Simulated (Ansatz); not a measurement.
# FH2Si: the cost of one run

All numbers below are computed with Ansatz 0.2.0 (UKS CAM-B3LYP-D4/def2-mTZVP).

### Step 1. The system as given

Bond lengths: F1–Si2 1.621 Å, Si2–H3 1.448 Å, Si2–H4 1.448 Å. Angles: F1–Si2–H3 104.7°, F1–Si2–H4 104.7°, H3–Si2–H4 120.2°.

Coordinates:

```xyz
4

F     1.2056    0.6475   -0.4255
Si   -0.1221   -0.2649   -0.2469
H    -1.2199    0.6785   -0.2616
H     0.1365   -1.0611    0.9340
```

### Step 2. Preparing the start

The input, input.yaml:

```yaml
crystal:
  periodic: [false, false, false]
  atoms:
    - { symbol: F, position_ang: [1.20559, 0.64754, -0.42551] }
    - { symbol: Si, position_ang: [-0.12215, -0.26492, -0.24687] }
    - { symbol: H, position_ang: [-1.21993, 0.67852, -0.26164] }
    - { symbol: H, position_ang: [0.13649, -1.06114, 0.93402] }
magnetization:
  spin_polarized: true
  initial_magnetization: 1
basis:
  gaussian: { orbitals: def2-mTZVP }
hamiltonian:
  xc: cam_b3lyp
  dispersion: d4
relax:
  f_tol: 0.02
  max_steps: 40
```

Started as:

```
$ ansatz run input.yaml --threads 1 --pin off --max-ram 2048MiB --backend cpu --events-out ev --progress --plain --runs-dir out
```

What time and memory should one allow on 1 thread of Intel Xeon 6975P-C (Granite Rapids), shared host?

About 6.2 s, with a peak of 0.12 GiB.
